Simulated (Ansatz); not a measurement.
Results of rVV10 (Ansatz, a quantum-chemistry and plane-wave program, PAW) for bcc Fe.

Numerical settings: plane-wave cutoff 520 eV, 26×26×26 k mesh, Fermi–Dirac smearing 0.05 eV, spin-polarised with parallel moments, scalar-relativistic PAW data made under PBE.

The cell is scaled about its equilibrium volume:

| V (Å³/atom) | P (GPa) | moment (μB per cell of 1 atoms) |
|---|---|---|
| 10.766 | 13.95 | 2.00 |
| 10.995 | 8.81 | 2.04 |
| 11.224 | 4.23 | 2.08 |
| 11.453 | 0.00 | 2.11 |
| 11.682 | -3.83 | 2.14 |
| 11.911 | -7.22 | 2.16 |
| 12.140 | -10.19 | 2.19 |
